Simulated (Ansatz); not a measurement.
# ClH4Si: the cost of one run

Computed with Ansatz 0.2.0. Level: UKS PBE0-D4/def2-SVP.

**1. Reference run: SiH4Cl radical, relaxed**

Input file input.yaml:

```yaml
crystal:
  periodic: [false, false, false]
  atoms:
    - { symbol: H, position_ang: [-0.90518, 0.592433, 0.855998] }
    - { symbol: Si, position_ang: [0.35981, -0.232845, -0.256915] }
    - { symbol: Cl, position_ang: [-0.020716, -0.063309, -2.298295] }
    - { symbol: H, position_ang: [-1.499678, 0.985277, 1.524504] }
    - { symbol: H, position_ang: [1.686999, 0.409183, 0.052624] }
    - { symbol: H, position_ang: [0.378764, -1.690739, 0.122084] }
magnetization:
  spin_polarized: true
  initial_magnetization: 1
basis:
  gaussian: { orbitals: def2-SVP }
hamiltonian:
  xc: pbe0
  dispersion: d4
output:
  forces: true
relax:
  f_tol: 0.02
  max_steps: 120
  constraints: [{ distance: [0, 3] }, { distance: [0, 1] }]
  escape_saddle: false
```

Launch:

```
> ansatz run input.yaml --threads 1 --pin off --max-ram 2560MiB --backend cpu --events-out ev --progress --plain --runs-dir out
```

**Question.** How long does this run take on 1 thread of Arm Neoverse V2, shared host, and how much memory does it need?

About 6.7 s, with a peak of 0.13 GiB.
